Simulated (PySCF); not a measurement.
First SCF of a structure search on triplet H2O, at a hand-made bent geometry. PySCF input:

```python
from pyscf import gto, scf, dft
mol = gto.M(atom='''
O      0.000000     0.000000     0.000000
H      0.778200     0.000000     0.544900
H     -0.778200     0.000000     0.544900''',
    basis={'O': 'def2-TZVP', 'H': 'def2-TZVP'},
    charge=0, spin=2)
mf = dft.UKS(mol, xc='PBE0')
mf.grids.atom_grid = (50, 194)
aux = {'O': 'def2-universal-JKFIT', 'H': 'def2-universal-JKFIT'}
mf = mf.density_fit(auxbasis=aux)
mf.conv_tol = 1e-08
mf.diis_space = 10
mf.max_cycle = 60
mf.init_guess = 'minao'
mf.verbose = 4
mf.kernel()
```

Excerpt of the output (cycles alone):

```
init E= -76.3068013392007
cycle= 1 E= -76.0985359399746  delta_E= 0.208  |g|= 0.132  |ddm|= 2.81
cycle= 2 E= -76.105617639315  delta_E= -0.00708  |g|= 0.0354  |ddm|= 0.288
cycle= 3 E= -76.106014183168  delta_E= -0.000397  |g|= 0.0142  |ddm|= 0.0827
cycle= 4 E= -76.1060717276479  delta_E= -5.75e-05  |g|= 0.00631  |ddm|= 0.0236
cycle= 5 E= -76.1060847760884  delta_E= -1.3e-05  |g|= 0.000909  |ddm|= 0.00666
cycle= 6 E= -76.1060851506375  delta_E= -3.75e-07  |g|= 0.000118  |ddm|= 0.00115
cycle= 7 E= -76.1060851642249  delta_E= -1.36e-08  |g|= 1.64e-05  |ddm|= 0.000208
cycle= 8 E= -76.1060851645172  delta_E= -2.92e-10  |g|= 2.12e-06  |ddm|= 5.17e-05
Extra cycle  E= -76.1060851645216  delta_E= -4.41e-12  |g|= 8.1e-07  |ddm|= 7.64e-06
converged SCF energy = -76.1060851645216  <S^2> = 2.0021859  2S+1 = 3.0014569
```

No lower solution of this spin was found from smeared starts or by a stability analysis within the unrestricted form.

The search for the lowest solution, 3 starts and the stability check together, took 2.1 s on 2 threads of a shared Arm Neoverse V2 host, with 43 basis functions; the process peaked at 0.26 GiB. Launch command: `OMP_NUM_THREADS=2 python axn.py task.json out`.
